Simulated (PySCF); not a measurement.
C4H4NS (charge -1).
Numbering: `[N:1]#[C:2][C:3]1([S-:4])[CH2:5][CH2:6]1` (hydrogens: H7, H8 on C5; H9, H10 on C6)

Computed geometry: GFN2-xTB, gas phase.

Q: List the bond lengths, angles and torsions at this level.

A: 
```csv
bond,length (bohr)
N1≡C2,2.180
C2–C3,2.670
C3–S4,3.367
"C3–C5, C3–C6",2.865
C5–C6,2.830
"C5–H7, C6–H9",2.049
"C5–H8, C6–H10",2.043
```

Bonds in one row agree within 0.02 bohr and their mean is given. A selection of angles:
```csv
angle,degrees
N1–C2–C3,176.1
C2–C3–S4,109.6
C2–C3–C5,118.1
S4–C3–C5,122.0
C5–C3–C6,59.2
C3–C5–C6,60.4
C3–C5–H7,118.7
C3–C5–H8,116.4
C6–C5–H7,118.4
C6–C5–H8,118.0
H7–C5–H8,114.5
```

Dihedral angles: C2–C3–C5–C6 108° (anticlinal); C2–C3–C6–C5 -108° (anticlinal).

The 3-membered ring C3–C5–C6 has internal angles of 59.2° to 60.4°. The C–C distances run from 1.413 Å (C2–C3, drawn single) to 1.516 Å (C3–C6, drawn single), a spread of 0.103 Å.

Point group: Cs (tolerance 0.08 Å). No GFN2-xTB frequencies stand behind this structure, so it isn't proved a minimum.
